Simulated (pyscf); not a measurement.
Cycloaddition: H₂C=C(F)–F (SMILES C=C(F)F) + F–C:–F (SMILES F[C]F) [singlet] → C₃H₂F₄ (SMILES FC1(F)CC1(F)F)

Gas phase, singlet surface, charge 0. Bonds broken: none. Bonds formed: C1–C8, C2–C8. PySCF, gas phase, ωB97X-D3(BJ)/def2-SVP geometries.

Transition state (Å):

```xyz
9

C     -0.5869     0.2141     0.9986
C     -1.4165    -0.2827     0.0367
F     -1.4190    -1.5697    -0.2710
F     -2.5951     0.2688    -0.2041
H      0.2803    -0.3695     1.3057
H     -0.7443     1.2289     1.3629
F      0.8067    -0.0593    -1.5224
C     -0.4107     0.4104    -1.4014
F     -0.3246     1.7166    -1.4614
```

One imaginary mode, 522i cm⁻¹; descent along it reached the two sides named.

```
bond   change  reactant side (Å)  saddle  product side
-----  ------  -----------------  ------  ------------
C1–C8   forms                3.3   2.414         1.507
C2–C8   forms                3.0   1.887         1.484
```

Electronic energies relative to the separated reactants (kJ/mol):

| level | barrier | reaction energy | reverse barrier |
|---|---|---|---|
| ωB97X-D3(BJ)/def2-TZVP | 58.2 | -178.6 | 236.9 |
| PBE/def2-TZVP | 16.0 | -173.5 | 189.5 |
| r²SCAN/def2-TZVP | 11.1 | -182.7 | 193.8 |
| B3LYP-D3(BJ)/def2-TZVP | 39.4 | -157.3 | 196.7 |
| PBE0-D3(BJ)/def2-TZVP | 26.2 | -197.9 | 224.1 |
| M06-2X/def2-TZVP | 45.8 | -180.6 | 226.4 |
| ωB97M-D3(BJ)/def2-TZVP | 60.9 | -159.2 | 220.1 |
| HF/def2-TZVP | 123.1 | -126.5 | 249.5 |

With ωB97M-D3(BJ)/def2-TZVP energies and thermal terms (ideal gas, 1 atm, RRHO with modes under 100 cm⁻¹ raised to 100, one conformer, R ln 2 for rigid chiral ones), in kJ/mol:

| T (K) | ΔH‡ | ΔG‡ | ΔH | ΔG |
|---|---|---|---|---|
| 298 | 61.9 | 111.3 | -147.2 | -91.7 |
| 600 | 64.4 | 160.5 | -145.5 | -36.0 |
| 900 | 67.2 | 207.9 | -141.9 | +18.0 |
| 1200 | 69.9 | 254.4 | -137.6 | +70.7 |

cyclic C₃H₂F₄ (SMILES FC1(F)CC1(F)F) lies 32.4 kJ/mol over its isomer F–CH=C(F)–CH(F)–F, and others may lie lower still (electronic energy, ωB97M-D3(BJ)). This is the saddle that the search found; another between the same sides may lie lower. One closed-shell reference is unstable to symmetry breaking; treat the single-reference values with care.
